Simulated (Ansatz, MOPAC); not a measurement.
System: CH2Cl, charge 0, multiplicity 2. SMILES: [CH2]Cl

Atoms: C1, Cl2, H3, H4. Bonds: C1-Cl2, C1-H3, C1-H4.

Bond lengths (Å) and angles (degrees) optimised at AM1 with MOPAC; PM3 with MOPAC; HF/STO-3G with Ansatz (an electronic-structure program); B3LYP/6-31G* with Ansatz, each started from the B3LYP-D3(BJ)/def2-TZVP structure (Ansatz) of the last column. A row stands for all coordinates that are equal there. 6-31G* holds six Cartesian d functions. At B3LYP/6-31G* the structure is a saddle point. No wavenumbers were computed at HF/STO-3G, so these may be saddle points.

```
coordinate    AM1    PM3  HF/STO-3G  B3LYP/6-31G*  B3LYP-D3(BJ)/def2-TZVP
----------  -----  -----  ---------  ------------  ----------------------
C1-Cl2      1.653  1.624      1.765         1.714                   1.698
C1-H3       1.087  1.084      1.083         1.080                   1.077
Cl2-C1-H3   118.6  121.1      117.9         117.8                   117.9
H3-C1-H4    122.9  117.8      124.2         124.4                   124.3
```

Mean signed difference of all 3 bond lengths from B3LYP-D3(BJ)/def2-TZVP: AM1 -0.008 Å, PM3 -0.020 Å, HF/STO-3G 0.026 Å, B3LYP/6-31G* 0.008 Å.
